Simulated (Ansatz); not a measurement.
Ideal-gas functions of AlH5OSi (`[OH][AlH][SiH3]`) at 600 K and 1 bar, from an Ansatz frequency run at PBE0-D4/def2-TZVP.

Molar mass 76.11 g/mol, point group C1 (symmetry number 1), electronic degeneracy 1, moments of inertia 26.973, 170.881, 192.077 u Å². Harmonic wavenumbers (cm⁻¹, unscaled): 25, 145, 316, 373, 437, 452, 509, 586, 701, 838, 879, 937, 938, 1903, 2196, 2201, 2220, 3949.

Use S(trans) = R[1.5 ln M + 2.5 ln T − 1.1517]; rotational temperatures θ = 24.2544 K / I; S(rot) = R[ln(√π/σ · √(T³/θAθBθC)) + 1.5]; for each mode x = 1.438777 ν̃/T, S = R[x/(eˣ − 1) − ln(1 − e⁻ˣ)] and H = RT x/(eˣ − 1); 1 cm⁻¹ = 0.0119627 kJ/mol; R = 8.31446 J/(mol·K).

Task: By hand: the entropy, in J/(mol·K).

Result: Translation 177.4. Rotation: θ = 0.8992, 0.1419, 0.1263 K, giving 114.2. Vibration, mode by mode: 31.71, 17.14, 10.82, 9.51, 8.30, 8.04, 7.15, 6.14, 4.91, 3.78, 3.50, 3.14, 3.13, 0.49, 0.27, 0.27, 0.26, 0.01, in all 118.6. Electronic 0.0. Sum 410.2 J/(mol·K).

Task: By hand: H − E and G − E in kJ/mol, counted from the electronic energy.

Result: Zero-point energy ½ × 19605 × 0.0119627 = 117.3; thermal vibration 34.1; translation, rotation and pV give 4 RT = 20.0. H − E = 171.4 kJ/mol, and G − E = 171.4 − 600 × 410.2/1000 = -74.7 kJ/mol.

Vibration gives 29 % of the entropy, 48.9 J/(mol·K) of it from the modes under 150 cm⁻¹: soft modes count most, and the harmonic formula is weakest for them. The sum counts one conformer and one mirror image; others add a mixing term.
